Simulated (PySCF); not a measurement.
Li2.

```xyz
2

Li     0.0000     0.0000    -1.3606
Li     0.0000     0.0000     1.3606
```
Charge 0, spin multiplicity 1.

The structure is a stationary point at B3LYP-D3(BJ)/def2-TZVPD.

Level of theory: HF/pcSseg-2 run with PySCF. Non-relativistic, no solvent.

Computed absolute GIAO shielding of each atom: isotropic value and principal components (ppm):
```tsv
atom	σ(iso)	σ11	σ22	σ33	span
Li1	98.3	95.6	95.6	103.7	8.1
Li2	98.3	95.6	95.6	103.7	8.1
```
